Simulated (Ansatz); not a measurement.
# C3H5F: the cost of one run

Method: the levels named in each step, in Ansatz 0.2.0.

**1. The system as given**

Bond lengths: C1–C2 1.319 Å, C2–C3 1.495 Å, C3–F4 1.376 Å, C1–H5 1.078 Å, C1–H6 1.076 Å, C2–H7 1.081 Å, C3–H8 1.094 Å, C3–H9 1.098 Å. Angles: C1–C2–C3 124.0°, C1–C2–H7 121.5°, C3–C2–H7 114.5°, C2–C1–H5 121.8°, C2–C1–H6 121.7°, H5–C1–H6 116.5°, C2–C3–F4 110.7°, C2–C3–H8 112.1°, C2–C3–H9 110.8°, F4–C3–H8 107.1°, F4–C3–H9 106.1°, H8–C3–H9 109.8°.

Coordinates:

```xyz
9

C     1.8345   -0.5879    0.0907
C     0.7003   -0.1631   -0.4313
C    -0.6316   -0.3111    0.2311
F    -1.3927    0.8216    0.0523
H     1.8719   -1.0690    1.0545
H     2.7707   -0.4817   -0.4287
H     0.6700    0.3245   -1.3958
H    -0.5400   -0.4694    1.3101
H    -1.2014   -1.1350   -0.2196
```

**2. A rough first relaxation, PBE-D4/def2-SVP**

This run stands in another session on the same molecule. It ended at:

```xyz
9

C     1.8476   -0.5576    0.1091
C     0.6830   -0.1872   -0.4478
C    -0.6507   -0.3089    0.2213
F    -1.3421    0.8979    0.1662
H     1.8921   -0.9573    1.1364
H     2.8000   -0.4811   -0.4375
H     0.6613    0.2190   -1.4752
H    -0.5366   -0.6166    1.2855
H    -1.2726   -1.0793   -0.2948
```

**3. Relaxation, B2PLYP/def2-TZVPP**

input.yaml reads:

```yaml
crystal:
  periodic: [false, false, false]
  atoms:
    - { symbol: C, position_ang: [1.8476003, -0.55759265, 0.10908465] }
    - { symbol: C, position_ang: [0.682951, -0.18716104, -0.44776761] }
    - { symbol: C, position_ang: [-0.65072997, -0.30890994, 0.22126851] }
    - { symbol: F, position_ang: [-1.34211054, 0.89787494, 0.16619715] }
    - { symbol: H, position_ang: [1.89207332, -0.95728157, 1.13641919] }
    - { symbol: H, position_ang: [2.79997628, -0.48113941, -0.43748582] }
    - { symbol: H, position_ang: [0.66127233, 0.21903795, -1.47517964] }
    - { symbol: H, position_ang: [-0.53658912, -0.61656226, 1.28545593] }
    - { symbol: H, position_ang: [-1.27259359, -1.07932602, -0.29476236] }
basis:
  gaussian: { orbitals: def2-TZVPP }
hamiltonian:
  xc: { name: B2PLYP }
relax:
  f_tol: 0.002
  max_steps: 150
```

Started as:

```console
ansatz run input.yaml --threads 4 --pin off --max-ram 10240MiB --backend cpu --events-out ev --progress --plain --runs-dir out
```

What time and memory should one allow on 4 threads of AMD EPYC (Zen 3), shared host?

About 2.9 min, with a peak of 0.68 GiB.
